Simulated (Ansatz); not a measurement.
## Ansatz (development build ahead of 0.2.0) run

```yaml
crystal:
  periodic: [false, false, false]
  atoms:
    - { symbol: P, position_ang: [0.0, 0.0, 0.0] }
    - { symbol: F, position_ang: [0.0, 0.0, 1.6695] }
basis:
  gaussian: { orbitals: def2-SVP }
magnetization:
  spin_polarized: true
  initial_magnetization: 2
hamiltonian:
  xc: hf
correlation:
  method: ccsd_t
  frozen_orbitals: { F: 1, P: 5 }
```

The input is written out in the form of the current development build from the run's settings.

The run gave:

```
Converged          : yes
Reference energy   : -439.96806 hartree
Correlation energy : -0.28385 hartree
Total energy       : -440.25191 hartree
Stability test     : minimum
```
